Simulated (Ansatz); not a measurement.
Reaction (substitution at a C–O bond): `COCC#N` + H–F → `N#CCF` + CH₃OH

Calculated with Ansatz (gas phase, PBE0-D4/def2-TZVP geometries, no zero-point term in ΔE). CCSD(T)/CBS is the MP2 limit (def2-TZVPP, def2-QZVPP) plus CCSD(T) − MP2 in def2-TZVPP, frozen cores. This one scheme is used for every species. DFT in def2-TZVPP. One conformer a species, not always the lowest.

```csv
species,LDA (SPW92) energy (Eh)
`COCC#N`,-245.28195
H–F,-99.83933
`N#CCF`,-230.27391
CH₃OH,-114.83507
```

**Question.** Work out ΔE.

**Answer.** ΔE = (-230.27391) + (-114.83507) − (-245.28195) − (-99.83933) = 0.01230 Eh = +32.3 kJ/mol. CCSD(T)/CBS gives +32.7 kJ/mol.

Largest T1 diagnostic among the species: 0.013.

Leaving LDA and LC-ωPBE aside and taking each functional with its dispersion term where it has one, the values, not all of them listed here, spread over 8.5 kJ/mol, from B97M-V to PBE-QIDH. LDA lies +12.0 kJ/mol from PBE without D4. In def2-TZVPP, CCSD(T) changes the Hartree–Fock value by +16.5 kJ/mol (the triples alone add +2.6 kJ/mol) and MP2 by +22.5 kJ/mol. From BLYP to BHLYP (50 % exact exchange), in def2-TZVPP and without D4, ΔE moves by +6.2 kJ/mol.
